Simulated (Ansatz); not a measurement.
`CSC(C)(F)F` + H–F → `CSC(F)(F)F` + CH₄  (substitution at a C–C bond)

Computed with Ansatz on PBE0-D4/def2-TZVP structures; ΔE is electronic, products minus reactants. CCSD(T)/CBS adds triple-zeta CCSD(T) − MP2 to the extrapolated MP2 energy (def2 sets, frozen cores). This one scheme is used for every species. DFT in def2-TZVPP. Each species was taken in one conformer, which may not be the lowest.

Problem. Is it downhill or uphill in electronic energy at CCSD(T)/CBS, and by how much? (Estimate.)

Solution. Ansatz gave: Uphill: ΔE = +15.3 kJ/mol.

Problem. What do these levels give: LDA (SPW92), PBE-D4, BLYP-D4, r2SCAN-D4, B97M-V, PBE, revPBE, PBE0, r2SCAN0, MP2/def2-TZVPP, SCS-MP2/def2-TZVPP, MP2/def2-QZVPP? (Estimate.)

Solution. The calculation gave: LDA (SPW92) -2.0, PBE-D4 -0.6, BLYP-D4 -1.1, r2SCAN-D4 -6.9, B97M-V -9.2, PBE -5.4, revPBE -8.2, PBE0 -2.4, r2SCAN0 -4.5, MP2/def2-TZVPP 15.0, SCS-MP2/def2-TZVPP 9.5, MP2/def2-QZVPP 19.5 kJ/mol.

Largest T1 diagnostic among the species: 0.012.

From r2SCAN to r2SCAN0 (25 % exact exchange), in def2-TZVPP and without D4, ΔE moves by +3.8 kJ/mol. Leaving LDA and LC-ωPBE aside and taking each functional with its dispersion term where it has one, the values, not all of them listed here, spread over 14.2 kJ/mol, from B97M-V to PBE-QIDH. LDA lies +3.4 kJ/mol from PBE without D4.
